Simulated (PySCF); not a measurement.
Spin states of NaAl⁺

Unrestricted PBE0; basis Na cc-pVDZ, Al cc-pV(D+d)Z; no relativity; PySCF 2.14. Outer shells of the fragments: Na+ closed shells only; Al 3s2 3p1.

Followed along the bond (rough minima from three points):

| 2Ms+1 | unpaired | ⟨S²⟩ at the start | R at minimum (Å) | Te (eV) |
| --- | --- | --- | --- | --- |
| 2 | σ ↑ | 0.76 | 3.39 | 0.00 |
| 2 | π ↑ | 0.76 | 3.29 | 0.87 |
| 4 | σ ↑↑, π ↑ | 3.75 | 3.44 | 3.80 |

Solutions found at the starting distance of 2.870 Å, counted from the lowest of them; the search is not exhaustive and high or unbound solutions are not listed, so other states can lie among these:

```json
{"2Ms+1": "2", "unpaired": "σ ↑", "term": "²Σ⁺", "E (eV)": "0.00", "⟨S²⟩": "0.76", "⟨Lz²⟩": "0.00", "μ (D)": "-3.34"}
{"2Ms+1": "2", "unpaired": "π ↑", "term": "²Π", "E (eV)": "0.76", "⟨S²⟩": "0.76", "⟨Lz²⟩": "1.01", "μ (D)": "-4.05"}
{"2Ms+1": "4", "unpaired": "σ ↑↑, π ↑", "term": "⁴Π", "E (eV)": "3.83", "⟨S²⟩": "3.75", "⟨Lz²⟩": "1.00", "μ (D)": "-3.99"}
{"2Ms+1": "4", "unpaired": "σ ↑, π ↑↑", "term": "⁴Σ⁻", "E (eV)": "4.59", "⟨S²⟩": "3.75", "⟨Lz²⟩": "0.00", "μ (D)": "-4.21"}
{"2Ms+1": "2", "unpaired": "σ ↑↑, π ↓", "term": "mixed", "E (eV)": "5.01", "⟨S²⟩": "1.75", "⟨Lz²⟩": "1.00", "μ (D)": "-3.95"}
{"2Ms+1": "4", "unpaired": "σ ↑↑↑", "term": "⁴Σ⁺", "E (eV)": "7.32", "⟨S²⟩": "3.75", "⟨Lz²⟩": "0.00", "μ (D)": "6.38"}
```

A term symbol is given only where ⟨S²⟩ and ⟨Lz²⟩ are close to those of a pure state; real π, δ and φ orbitals otherwise mix terms. A positive dipole points towards Al; it is taken about the centre of mass and depends on that origin.

Question: Compare the gap between the two lowest followed solutions at the starting distance with the gap between their minima.

Answer: At PBE0 the second solution (doublet, unpaired electrons π ↑) lies +0.76 eV from the first (doublet, unpaired electrons σ ↑) at 2.870 Å and +0.87 eV at the minima; the two curves relax by different amounts, since their minima lie near 3.29 and 3.39 Å.

Counting both spins, an empty level lies below a filled one in some of these solutions, because spin and occupation are held.
